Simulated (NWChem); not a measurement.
System: isobutene (C4H8); SMILES CC(=C)C

Computed with NWChem. Each level has its own optimisation; frequencies are unscaled. Brackets give each atom's bonded neighbours.

For level Hartree-Fock/STO-3G:

- r C–C [C(CCC)–C(CHH)] (Å): 1.311
- highest harmonic frequency (cm⁻¹): 3811
- lowest (cm⁻¹): 152
- zero-point energy (kcal/mol): 80.6
- dipole (D): 0.40

**Question.** How do the values read with level BLYP/def2-SVP instead?

**Answer.** The r C–C [C(CCC)–C(CHH)] (Å) is 1.351, the highest harmonic frequency (cm⁻¹) comes out as 3139 and the lowest (cm⁻¹) comes out as 170. The zero-point energy (kcal/mol) is 65.3 and the dipole (D) is 0.58.
